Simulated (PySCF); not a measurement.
sulfur dioxide cation (O2S), SMILES O=S=O (connectivity only; charge and spin as stated), charge +1, multiplicity 2.

Coordinates come from a PBE0-D3(BJ)/def2-TZVP optimisation. The multiplicity is an assumed one; other spin states were not compared.

All values below come from SMD-M06-2X/def2-SVP (PySCF).

Solvation free energies are E(SMD) − E(gas) at the gas-phase geometry, for 1 M in both phases.

Question: Rank water, toluene, n-hexane by solvation free energy, most negative first.

Answer: water (-66.4 kcal/mol), toluene (-38.2 kcal/mol), n-hexane (-30.9 kcal/mol)
